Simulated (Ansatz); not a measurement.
# AlCl2 radical (SMILES [Cl][Al][Cl]): energies and forces away from the minimum

An exercise on one series of results from a longer session: the logs are not shown, and one member is left open.

Method: single points with forces in def2-TZVPP; program: Ansatz 0.2.0, Gaussian basis.

Levels: PBE-D4, r2SCAN-D4, PBE0-D4, wB97M-V, Hartree-Fock, MP2, CCSD, CCSD(T). Each coordinate is moved by a Gaussian draw of the width named (0.7 of it for atoms other than hydrogen): 0.12, 0.02, 0.09, 0.12 Å.

Cores are frozen in the correlated methods. Orbitals are unrestricted.

6 further runs of the same task are left out: 6 set aside as unsound or not needed.

**The starting structure**

SMILES `[Cl][Al][Cl]`, 3 atoms, charge 0, spin multiplicity 2.

Atoms are counted from 1 here; the program's logs count them from 0.

Bond lengths: Cl1–Al2 2.254 Å, Al2–Cl3 2.217 Å. Angles: Cl1–Al2–Cl3 119.5°.

Coordinates:

```xyz
3

Cl    1.47060    0.93230    0.89750
Al   -0.46350    0.54180   -0.19190
Cl   -1.01800   -1.53890   -0.71880
```

Set-up of the first run:

File pre/in.yaml:

```yaml
crystal:
  periodic: [false, false, false]
  atoms:
    - {symbol: Cl, position_ang: [1.470600, 0.932300, 0.897500]}
    - {symbol: Al, position_ang: [-0.463500, 0.541800, -0.191900]}
    - {symbol: Cl, position_ang: [-1.018000, -1.538900, -0.718800]}
basis:
  gaussian: {orbitals: def2-SVP}
magnetization: {spin_polarized: true, initial_magnetization: 1}
hamiltonian: {xc: pbe, dispersion: d4}
relax: {f_tol: 0.03, max_steps: 250}
```

The command line of these runs was not kept.

Steps of the session up to this table: A first relaxation in a small basis; Relaxation at PBE0-D4; The minimum at every level; Structure 1, width 0.12 Å; Structure 2, width 0.02 Å; Structure 3, width 0.09 Å; Structure 4, width 0.12 Å.

One of the session's tables, all rows but one given; the rest of the session is left out.

```
   method  RMS force component (eV/Å)  angle to CCSD(T) forces (°)  dipole (D)
   PBE-D4                       0.903                          6.9        1.93
r2SCAN-D4                           ?                            ?           ?
  PBE0-D4                       0.952                          2.2        2.11
  wB97M-V                       0.939                          0.8        2.28
  CCSD(T)                       0.988                    reference        2.08
```

**Question.** Estimate the row for r2SCAN-D4.

The run gave: RMS force component (eV/Å): 0.948; angle to CCSD(T) forces (°): 1.3; dipole (D): 2.07. In the column «RMS force component (eV/Å)» it lies between wB97M-V (0.939) and PBE0-D4 (0.952).
